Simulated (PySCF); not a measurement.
Species: 2,2-difluorobutane, C₄H₈F₂.
Atom-mapped SMILES: `[CH3:1][CH2:2][C:3]([CH3:4])([F:5])[F:6]` (hydrogens: H7, H8, H9 on C1; H10, H11 on C2; H12, H13, H14 on C4)

Computed with PBE0-D3(BJ)/def2-SVP geometry optimisation, gas phase in PySCF 2.14.0.

(1) List the bond lengths, angles and torsions at this level.

## Answers

(1) 
```tsv
bond	length (bohr)	order
C1–C2	2.869	single
C2–C3	2.864	single
C3–C4	2.849	single
C3–F5, C3–F6	2.580	single
C1–H7, C1–H8, C1–H9	2.079	single
C2–H10, C2–H11	2.082	single
C4–H12, C4–H13, C4–H14	2.075	single
```

Bonds in one row agree within 0.02 bohr and their mean is given. Orders are formal, as drawn. A selection of angles:
```tsv
angle	degrees
C2–C1–H7	110.7
H7–C1–H8	107.3
C1–C2–C3	114.4
C1–C2–H10	111.4
C3–C2–H10	107.6
C3–C2–H11	105.7
H10–C2–H11	106.7
C2–C3–C4	116.8
C2–C3–F5	107.8
C2–C3–F6	108.6
C4–C3–F5	108.5
F5–C3–F6	106.1
C3–C4–H12	110.7
C3–C4–H13	110.3
H12–C4–H13	109.2
```

Dihedral angles: C1–C2–C3–C4 62° (synclinal). The mirror-image conformer, all signs reversed, is as good.

Of the pairs four or more bonds apart, F6···H9 is among the closest relative to their van der Waals radii: 2.61 Å, 98 % of the sum of Bondi's values.

Point group: C1 (no symmetry element, even within 0.4 Å). Whether it is a minimum is left open (no frequencies). One conformer, not necessarily the lowest.
